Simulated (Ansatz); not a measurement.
Rhenium, hcp: convergence with Methfessel-Paxton smearing

Computed with Ansatz, PBE, scalar-relativistic PAW, on the relaxed cell (a = 2.777 Å, c = 4.479 Å (c/a = 1.613); spin not included). Errors count from a run at 420 eV on a Γ-centred 21×21×12 mesh with Fermi-Dirac smearing of 0.1 eV, extrapolated to zero width. Fixed here: cutoff 420 eV, mesh 13×13×7. The SCF starts from atomic densities corrected by a trained network.

| width (eV) | E(σ→0) error (meV/atom) | F error (meV/atom) | P (GPa) | SCF iterations |
| --- | --- | --- | --- | --- |
| 0.01 | 0.2 | 0.2 | -0.16 | 5 |
| 0.1 | 0.2 | 0.1 | -0.26 | 5 |
| 0.2 | 0.1 | 0.1 | -0.28 | 5 |
| 0.3 | 0.0 | 0.6 | -0.23 | 5 |
| 0.6 | 2.1 | 3.9 | -0.19 | 5 |
| 1.0 | 5.7 | 8.3 | -0.27 | 5 |

Task: What does the run at 0.03 give (width)?

Result: E(σ→0) error (meV/atom): 0.2; F error (meV/atom): 0.2; P (GPa): -0.20; SCF iterations: 5.
